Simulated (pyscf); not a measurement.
CH₄ (SMILES C) + H₂N–Zn–NH₂ (SMILES [NH2][Zn][NH2]) → H₃C–Zn–NH₂ (SMILES [CH3][Zn][NH2]) + NH₃ (SMILES N), a four-centre exchange (singlet surface; C–H, N–Zn broken, C–Zn, H–N formed). Single points on ωB97X-D3(BJ)/def2-SVP structures (PySCF, gas phase). Energies in kcal/mol from the separated reactants.

Small-basis levels: PySCF, no dispersion term, spherical d functions. 

Problem. Quick SVWN5/6-31G*+LANL2DZ single points give ΔE‡ = 14.7 kcal/mol and ΔE = +10.5 kcal/mol. What does ωB97M-D3(BJ)/def2-TZVP give, and how far is the quick result from it?

Solution. ωB97M-D3(BJ)/def2-TZVP gives ΔE‡ = 36.1 kcal/mol and ΔE = +7.4 kcal/mol. SVWN5/6-31G*+LANL2DZ lies 21.4 kcal/mol under it in the barrier and 3.1 kcal/mol over it in the reaction energy, so on this step it does not hold to within 3.0 kcal/mol. ωB97M-D3(BJ)/def2-TZVP has limits of its own. On the product side the descent ends in an adduct with a N–Zn contact (not fully relaxed), 11.7 kcal/mol under the separated species and 39.5 kcal/mol under the saddle at ωB97X-D3(BJ)/def2-TZVP. What is counted as broken (N–Zn) persists as a longer contact in the product adduct; parting that adduct is a step of its own. One saddle was located; it need not be the lowest between these sides. In the def2 sets elements up to Kr have no core potential.
